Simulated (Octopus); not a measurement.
**A workflow on HCl (SMILES Cl)**

Aim: energy and gradient (PZ81 LDA), then the response to a field (PZ81 LDA) of HCl. 

Program for the calculation: Octopus 16.4.

11 further runs of the same task are left out: 11 set aside as unsound or not needed.

### Step 1. The molecule

HCl: 2 atoms, total charge 0, spin state singlet. As SMILES, `Cl`. The coordinates come from a PBE0-D4/def2-TZVP relaxation.

Bond lengths: Cl1–H2 1.279 Å.

### Step 2. Energy and forces at PZ81 LDA (scalar, in the pseudopotentials, pseudodojo_pbesol potentials, box margin 5.5 angstrom, extra states 0, grid spacing 0.15 angstrom, mix field default) (run 1)

Command:

```bash
$ OMP_NUM_THREADS=1 octopus > gs.log
```

Log:

```text
Version                : 16.4
[... 59 lines left out ...]
** Warning:
[... 72 lines left out ...]
Converged eigenvectors: 0
#  State  Eigenvalue [eV]  Occupation    Error
[... 8 lines left out ...]
Converged eigenvectors: 0
#  State  Eigenvalue [eV]  Occupation    Error
[... 57 lines left out ...]
Converged eigenvectors: 0
#  State  Eigenvalue [eV]  Occupation    Error
[... 8 lines left out ...]
Converged eigenvectors: 0
#  State  Eigenvalue [eV]  Occupation    Error
[... 5 lines left out ...]
Info: SCF converged in   20 iterations
** Warning:
**   Some of the states are not fully converged!
[... 1 line left out ...]
Octopus emitted 2 warnings.
```

Wall time 19 s (1 thread of Arm Neoverse V1, shared host); peak memory 0.19 GiB.

### Step 3. The response to a field at PZ81 LDA (scalar, in the pseudopotentials, pseudodojo_pbesol potentials, box margin 5.5 angstrom, extra states 0, frequencies ev (0) eV, grid spacing 0.15 angstrom) (run 2)

Command:

```bash
$ OMP_NUM_THREADS=1 octopus > em_resp.log
```

Log:

```text
Version                : 16.4
[... 59 lines left out ...]
** Warning:
[... 47 lines left out ...]
** Warning:
[... 11 lines left out ...]
** Warning:
[... 9 lines left out ...]
** Warning:
[... 1 line left out ...]
** Warning:
[... 1 line left out ...]
** Warning:
[... 111 lines left out ...]
Info: SCF for response converged in   12 iterations.
[... 111 lines left out ...]
Info: SCF for response converged in   12 iterations.
[... 111 lines left out ...]
Info: SCF for response converged in   12 iterations.
[... 2 lines left out ...]
Octopus emitted 4 warnings.
[... 3 lines left out ...]
  or contact the octopus developers for details.
```

Wall time 26 s (1 thread of Arm Neoverse V1, shared host); peak memory 0.24 GiB.

### Step 4. Summary of results

| quantity | value |
| --- | --- |
| run 1, PZ81 LDA: total energy | -16.94513 Eh |
| run 1, PZ81 LDA: dipole moment | 1.09 D |
| run 1, PZ81 LDA: HOMO energy | -8.12 eV |
| run 1, PZ81 LDA: largest force on an atom | 0.415 eV/Å |
| run 2, PZ81 LDA: mean static polarisability | 18.7 bohr³ |

**Reading.** The largest force (run 1, PZ81 LDA) is 0.42 eV/Å: the shape isn't a stationary point for this species at this level.
